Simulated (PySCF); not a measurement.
H2PO (doublet state).
SMILES: `O=[PH2]`

Jobs on this species (4 atoms, 25 electrons) with PySCF (density fitting). Hardware of each: one thread, x86-64 server, no GPU (shared host). The host was shared with other jobs, so the times are rough.

| level and settings | work | basis functions | SCF cycles | wall time |
| --- | --- | --- | --- | --- |
| UKS PBE, IGLO-III on O P, pcH-1 on H, non-relativistic, mean-field spin-orbit, GIAO | unrestricted SCF, stability check, g, hyperfine | 99 | ? | ? |
| UKS PBE0, IGLO-III on O P, pcH-1 on H, non-relativistic, mean-field spin-orbit, GIAO | unrestricted SCF, stability check, g, hyperfine | 99 | ? | ? |
| UKS HF, IGLO-III on O P, pcH-1 on H, non-relativistic, mean-field spin-orbit, GIAO | unrestricted SCF, stability check, g, hyperfine | 99 | 16 | 5.2 s |
| PBE0-D3(BJ)/def2-SVP, grid level 1 | geometry optimisation from a GFN2-xTB start | 42 | 38 | 5.8 s |
| UKS CAM-B3LYP, IGLO-III on O P, pcH-1 on H, non-relativistic, mean-field spin-orbit, GIAO | unrestricted SCF, stability check, g, hyperfine | 99 | 13 | 15 s |
| UKS B3LYP, IGLO-III on O P, pcH-1 on H, non-relativistic, mean-field spin-orbit, GIAO | unrestricted SCF, stability check, g, hyperfine | 99 | 13 | 9.3 s |
| UKS BHandHLYP, IGLO-III on O P, pcH-1 on H, non-relativistic, mean-field spin-orbit, GIAO | unrestricted SCF, stability check, g, hyperfine | 99 | 14 | 9.0 s |

Task: Fill in the missing figures.

Result: 
- UKS PBE, IGLO-III on O P, pcH-1 on H, non-relativistic, mean-field spin-orbit, GIAO; unrestricted SCF, stability check, g, hyperfine: 7.2 s, 12 SCF cycles
- UKS PBE0, IGLO-III on O P, pcH-1 on H, non-relativistic, mean-field spin-orbit, GIAO; unrestricted SCF, stability check, g, hyperfine: 9.0 s, 13 SCF cycles

Task: What do all jobs in the table cost together?

Result: About 60 s; the longest takes about 25 % of that, and about 2.9 times as long as the shortest.
